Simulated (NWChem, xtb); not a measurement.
## A ladder of methods for BH3O2 (SMILES OBO)

BH3O2 has 6 atoms, charge 0, and is taken as a singlet. SMILES: `OBO`. The shape is that of a PBE0-D4/def2-TZVP optimisation. This is one conformer, not always the lowest.

```xyz
6

O    -1.1762   -0.5245   -0.2518
B     0.0495    0.0281   -0.0729
O     0.5806   -0.0538    1.1725
H    -1.4947   -0.4335   -1.1506
H     0.6378    0.5656   -0.9761
H     1.4452    0.3541    1.2328
```

Each level gives the energy change with the O1–B2 bond stretched from 1.356 to 1.763 Å (eV). The values are calculated.

```tsv
level	kind	program	value (eV)	CPU time (all runs)
GFN-FF	force field	xtb	1.24	under 2 s
GFN2-xTB	semi-empirical	xtb	1.52	under 2 s
GFN0-xTB	semi-empirical	xtb	1.22	under 2 s
GFN1-xTB	semi-empirical	xtb	1.58	under 2 s
HF/STO-3G (restricted)	Hartree–Fock	NWChem	2.52	2.3 s
HF/3-21G (restricted)	Hartree–Fock	NWChem	1.80	2.5 s
B3LYP/6-31G* (spherical functions) (restricted)	global hybrid	NWChem	1.72	25 s
B3LYP/6-31G* (Cartesian functions) (restricted)	global hybrid	NWChem	1.71	28 s
M06-2X/def2-TZVP (restricted)	hybrid meta-GGA	NWChem	1.80	56 s
```

The first shape isn't each level's own minimum. The values span 1.22 to 2.52 eV. CPU times are rough (shared hosts, several kinds of processor): they show what a rung costs within a factor of a few.
